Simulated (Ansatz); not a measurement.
Results of PBEsol+SOC in Ansatz (plane waves, PAW) for fcc Au.

Run with plane-wave cutoff 520 eV, 24×24×24 k mesh, Fermi–Dirac smearing 0.05 eV, PAW data made under PBE.

Cell (relaxed at this level):

```xyz
1
Lattice="0.0000 2.0359 2.0359 2.0359 0.0000 2.0359 2.0359 2.0359 0.0000" Properties=species:S:1:pos:R:3 pbc="T T T"
Au     0.0000     0.0000     0.0000
```

**Question.** Estimate the bulk modulus and pressure derivative B′ of the bulk modulus that the calculation returns.

**Answer.** 
* **bulk modulus**: 182 GPa
* **pressure derivative B′ of the bulk modulus**: 5.8

The run finds no gap.

Measured, for comparison: bulk modulus 182 GPa (0 K value with the zero-point phonon effect removed, our sources range from 175 to 182; as tabulated in Mejia-Rodriguez and Trickey (2018), arXiv:1807.09216). Computed (rounded) less measured: bulk modulus 0.0 % (0.0 % to +4 % over the range).

Static lattice: no zero-point or thermal effects.

Computing time: roughly 3 core-minutes.

Ansatz is a program for electronic structure.
